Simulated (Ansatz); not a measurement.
The first iterations of a band of H5NSi (7 atoms, charge 0, multiplicity 1).

Theory: Ansatz, RKS B3LYP/6-31G*.

| Property | Result |
| --- | --- |
| movable images | 5 |
| climbing image | yes |
| spring | 5.0 eV/Å² |
| optimiser | quadratic models (default) |
| start path | through a guess of the saddle point |
| force threshold | 0.05 eV/Å |
| iteration limit | 60 |
| end points | relaxed |

Image 0:

```xyz
7
Properties=species:S:1:pos:R:3
Si 0.167 0.068 0.111
H 0.153 0.055 1.607
H 1.592 0.123 -0.312
N -0.669 1.373 -0.675
H -1.680 1.407 -0.617
H -0.285 2.309 -0.606
H -0.456 -1.205 -0.339
```

Image 6:

```xyz
7
Properties=species:S:1:pos:R:3
Si -0.150 0.165 -1.395
H 1.589 -0.590 2.048
H 2.164 -0.288 1.686
N -1.076 1.558 -0.972
H -1.865 1.593 -0.335
H -0.867 2.472 -1.359
H -0.972 -0.780 -0.506
```

| iteration | highest image above the first end (eV) | largest band force component (eV/Å) |
| --- | --- | --- |
| 1 | 4.472 | 5.382 |
| 2 | 4.320 | 2.702 |
| 3 | 3.520 | 2.458 |
| 4 | 2.988 | 1.785 |
| 5 | 2.702 | 1.206 |
| 6 | 2.890 | 2.758 |

Problem. Does the band converge within its limit, and where does its top end?

Solution. The run converged. It ended after 19 iterations with the highest image 2.810 eV above the first end. Neighbouring images differ by up to 2.6 eV, so the band resolves the path poorly. A vibrational analysis at the climbing image gives one clearly imaginary mode, 1314i cm⁻¹: a first-order saddle point. The orbitals stay closed-shell, which can raise the energy where a bond breaks towards radicals; this wasn't checked here.

Time of the run: 58 s on 1 thread of Intel(R) Xeon(R) 6975P-C (Granite Rapids), on a shared host, peak memory 0.11 GiB.
